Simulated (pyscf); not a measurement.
A first-order saddle from PySCF, ωB97X-D3(BJ)/def2-SVP:

```
Ti
N 1 1.8638
H 2 1.0148 1 128.80
H 2 1.0175 3 112.13 1 175.67
N 1 1.8805 2 103.94 3 -5.19
H 5 1.0156 1 128.16 2 -103.59
H 5 1.0190 6 110.06 1 -179.01
N 1 1.8914 2 116.32 3 103.12
H 8 1.0165 1 122.56 2 -126.58
H 8 1.0173 9 110.02 1 -164.57
N 1 2.1086 2 114.66 3 -103.27
H 11 1.0188 1 118.38 2 166.90
H 11 1.0193 12 108.19 1 135.62
H 11 1.3266 12 119.61 13 137.82
O 14 1.1786 11 144.58 12 117.52
H 15 0.9646 14 109.10 11 -109.50
```

Surface: singlet, charge 0. Lowest wavenumbers (cm⁻¹): 979i, 84, 100, 150, 186.

### Question
Name the species on either side of this saddle.

### Answer
H₂N–Ti(NH₂)(NH₂)–NH₂ + water (H₂O) ⇌ ammonia (NH₃) + H₂N–Ti(NH₂)(NH₂)–OH, a four-centre exchange read from left to right: N–Ti, H–O broken and H–N, O–Ti formed. At ωB97M-D3(BJ)/def2-TZVP it lies -0.09 eV from the left side and +0.60 eV from the right (each side as separated species at their lowest minima found). On the reactant side the descent ends in a bound adduct, 0.41 eV under the separated species and 0.26 eV under the saddle at ωB97X-D3(BJ)/def2-TZVP. On the product side the descent ends in an adduct with a N–Ti contact, 0.50 eV under the separated species and 1.04 eV under the saddle at ωB97X-D3(BJ)/def2-TZVP. At ωB97M-D3(BJ) the saddle lies under the separated reactants, which points to a path from their complex (located at ωB97X-D3(BJ) alone). What is counted as broken (N–Ti) persists as a longer contact in the product adduct; parting that adduct is a step of its own. This is the saddle that the search found; another between the same sides may lie lower.
